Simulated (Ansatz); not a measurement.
Consider the isomerisation: `CC1(C)COC1` → `CC(C)=C(C)O`.

Program: Ansatz. Geometries: PBE0-D4/def2-TZVP. ΔE: electronic, gas phase. CCSD(T)/CBS is the MP2 limit (def2-TZVPP, def2-QZVPP) plus CCSD(T) − MP2 in def2-TZVPP, frozen cores. DFT in def2-TZVPP. Each species was taken in one conformer, which may not be the lowest.

| level | ΔE (kJ/mol) |
| --- | --- |
| LDA (SPW92) | -73.3 |
| BLYP-D4 | -84.6 |

**Question.** What does CCSD(T)/CBS give? (Best estimate.)

**Answer.** Ansatz gave: -68.0 kJ/mol. The listed levels differ from it by -5.3, -16.6 kJ/mol.

Largest T1 diagnostic among the species: 0.011.

From PBE to PBE0 (25 % exact exchange), in def2-TZVPP and without D4, ΔE moves by +8.5 kJ/mol. At CCSD(T), def2-SVP lies +6.7 kJ/mol from the extrapolated value and def2-TZVPP +4.2 kJ/mol. Leaving LDA and LC-ωPBE aside and taking each functional with its dispersion term where it has one, the values, not all of them listed here, spread over 32.0 kJ/mol, from BLYP-D4 to ωB97X-V.
